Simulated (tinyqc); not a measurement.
The integration grid: Kohn-Sham PBE on finer and finer grids in the sto-3g basis, for H2O, spin multiplicity 1. Computed by the program tinyqc with PySCF. Command: `OMP_NUM_THREADS=1 python tinyqc.py 111770 111771 out.jsonl`; one thread of a shared host (Intel(R) Xeon(R) Processor @ 2.60GHz), about 3 s.

Geometry (angstrom):
```
atom       x        y       z
O     0.0000   0.0000  0.0000
H     0.0000   0.7260  0.6400
H     0.0000  -0.7600  0.6700
```

Self-consistent on each grid; the net force on the molecule should vanish.

Kohn-Sham energy on Becke grids (radial x angular points per atom):
```
grid       points  residual of the electron count  E (hartree)  E - finest (mhartree)  largest net force without grid terms (hartree/bohr)
10 x 14       419                       -5.03e-02    -75.13423               99.37580                                             2.71e-02
15 x 26      1148                        2.38e-02    -75.25728              -23.67045                                             7.07e-04
20 x 50      2972                       -3.32e-03    -75.23191                1.69769                                             2.28e-03
30 x 86      7724                        1.28e-04    -75.23341                0.20480                                             3.48e-03
50 x 194    29040                       -7.74e-06    -75.23361                0.00289                                             3.80e-05
75 x 302    67909                       -3.81e-07    -75.23361                0.00037                                             3.52e-06
120 x 590  212161                        7.75e-09    -75.23361                0.00000                                             6.88e-07
```

The energy is within 0.1 mhartree of the finest grid first at 50 x 194. The error has both signs, since quadrature is not variational. The electron count and the net force are cheap signs of a poor grid.
